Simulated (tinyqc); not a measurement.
Worked calculation: CCD on RHF in the sto-3g basis, for H2O, spin multiplicity 1. One step of it, computed by the program tinyqc.

Question. Orthogonalisation. S = U s U^T; symmetric (Loewdin) form X = U s^(-1/2) U^T, so that X^T S X = 1.

overlap S, lower triangle:
```
           1O 1s     1O 2s    1O 2px     1O 2py    1O 2pz     2H 1s     3H 1s
1O 1s   1.000000
1O 2s   0.236704  1.000000
1O 2px  0.000000  0.000000  1.000000
1O 2py  0.000000  0.000000  0.000000   1.000000
1O 2pz  0.000000  0.000000  0.000000   0.000000  1.000000
2H 1s   0.047077  0.437876  0.000000   0.291386  0.232594  1.000000
3H 1s   0.047077  0.437876  0.000000  -0.291386  0.232594  0.226698  1.000000
```

Give: eigenvalues of S; X.

Answer.

eigenvalues of S: 0.380  0.459  0.884  1.000  1.098  1.314  1.865

X, lower triangle:
```
         1O 1s   1O 2s  1O 2px  1O 2py  1O 2pz   2H 1s  3H 1s
1O 1s    1.024
1O 2s   -0.141   1.206
1O 2px   0.000   0.000   1.000
1O 2py   0.000   0.000   0.000   1.094
1O 2pz  -0.009   0.095   0.000   0.000   1.050
2H 1s    0.021  -0.263   0.000  -0.206  -0.137   1.174
3H 1s    0.021  -0.263   0.000   0.206  -0.137  -0.080  1.174
```
